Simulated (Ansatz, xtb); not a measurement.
## C3H4−: which of two isomers lies lower

We compare I, the doublet with the links of `C=[C][CH2-]`, with II, the doublet with the links of `[H]/[C]=C/[CH2-]`. Both are isolated ions in the gas phase, relaxed with B3LYP-D3(BJ)/def2-SVPD; the shapes shown needn't be the lowest conformers.

I (Å):

```xyz
7

C    -0.3153    0.3860    1.7967
C     0.3854   -0.7617   -0.3694
C     0.4697   -0.2978    0.9125
H    -1.4231    0.3488    1.7504
H     0.9876   -1.6012   -0.7393
H     0.0962    0.9690    2.6303
H    -0.2653   -0.2797   -1.1276
```

II (Å):

```xyz
7

C    -0.3607   -0.2158    1.0485
C     0.8624   -0.7282    0.5778
C     1.3158   -0.6388   -0.7451
H    -0.4300   -0.4460    2.1415
H     1.5806   -1.2596    1.2492
H     2.2800   -1.0571   -1.0562
H     0.7020   -0.1404   -1.5015
```

Q: Estimate which is lower in electronic energy at CCSD(T)/def2-SVPD, and by roughly how much.

A: The CCSD(T)/def2-SVPD calculation puts structure I lower, by 28.8 kJ/mol.

Level by level:

```csv
level,geometry,E(II) − E(I) (kJ/mol),departure from the last row (kJ/mol),"job, with rough time for the two"
GFN2-xTB,GFN2-xTB,+43.4,+14.5,"optimisation, 0.092 s"
HF/STO-3G,GFN2-xTB,−2.3,−31.1,"single point, 0.16 s"
r2SCAN-D4/def2-SVPD,GFN2-xTB,+27.4,−1.4,"single point, 3.2 s"
B3LYP-D3(BJ)/def2-SVPD,B3LYP-D3(BJ)/def2-SVPD,+34.9,+6.1,"optimisation, 26 s"
HF/def2-SVPD,B3LYP-D3(BJ)/def2-SVPD,−9.6,−38.4,part of the CCSD(T) run
MP2/def2-SVPD,B3LYP-D3(BJ)/def2-SVPD,+49.7,+20.9,part of the CCSD(T) run
CCSD(T)/def2-SVPD,B3LYP-D3(BJ)/def2-SVPD,+28.8,,"single point, 20 s"
```

As drawn, both hold the same kinds of bond in the same numbers.

HF/STO-3G, HF/def2-SVPD put the two in the other order. The largest departure from CCSD(T)/def2-SVPD is that of HF/def2-SVPD, 38.4 kJ/mol. MP2 in a larger basis moves the difference by +2.1 kJ/mol, a step that isn't added because spin contamination makes open-shell MP2 unreliable in this search.

With harmonic frequencies from B3LYP-D3(BJ)/def2-SVPD (ideal gas, rigid rotor, one conformer each, 298.15 K, 1 atm): the zero-point term adds +1.0 kJ/mol; ΔH is +29.3 and ΔG +28.3 kJ/mol.

Open shells are spin-unrestricted, with notable spin contamination under HF/STO-3G, HF/def2-SVPD, MP2/def2-SVPD, CCSD(T)/def2-SVPD. The correlated steps freeze 3 core orbitals. Mirror images aren't counted in ΔG. Programs: Ansatz 0.2.0, xtb 6.7.1; the last row on 2 threads of Arm Neoverse V2 on a shared host.
